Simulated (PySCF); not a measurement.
**Two structures, one formula**

The two ends of one reaction step of CH$_{4}$BF, closed shell (PBE0-D4/def2-TZVP).

A:

B1  (-0.975, 0.276, 0.546)
F2  (0.437, -1.029, -1.991)
C3  (0.398, 0.327, 0.646)
H4  (0.327, -0.602, -1.160)
H5  (-2.142, 0.218, 0.434)
H6  (0.973, -0.446, 1.150)
H7  (0.977, 1.183, 0.309)
(Å)

B:

B1  (-0.736, 0.052, -0.456)
F2  (-0.732, 0.474, -1.714)
C3  (0.585, -0.019, 0.357)
H4  (0.752, -1.049, 0.695)
H5  (-1.807, -0.261, -0.010)
H6  (0.488, 0.571, 1.275)
H7  (1.464, 0.319, -0.194)
(Å)

Program: PySCF 2.14 with density fitting (its default auxiliary sets; JK sets also for MP2 and CCSD(T)). Basis: def2-TZVPP. Cores are frozen in the correlated methods. B3LYP uses VWN-RPA correlation.

(1) Which structure is lower at CCSD(T), and by how much? (To be estimated.)

The T1 diagnostic stays at or below 0.013.

Results:

(1) The calculation gives: B, by 77.21 kcal/mol (electronic energy, against the other). By their contacts, A is a complex of CH₃B ([BH][CH2]) + HF and B is CH₄BF ([CH3][BH][F]).

All methods give the same order:

| method | E(B) − E(A) (kcal/mol) |
| --- | --- |
| SPW92 | -78.96 |
| PBE-D4 | -74.87 |
| r2SCAN-D4 | -78.28 |
| PBE0-D4 | -78.20 |
| B3LYP-D4 | -75.90 |
| BHLYP-D4 | -79.97 |
| wB97M-V | -77.35 |
| HF | -81.87 |
| MP2 | -77.90 |
| CCSD | -78.16 |
| CCSD(T) | -77.21 |

Labels in which every atom is bracketed show which atoms are joined, not bond orders.

For scale, one of the runs: CCSD(T)/def2-TZVPP, 149 basis functions, launched by `OMP_NUM_THREADS=4 python run.py`. Hardware: 4 CPU threads of an AMD EPYC 9B45, shared host. Wall time 28 s; peak host memory 0.98 GiB.
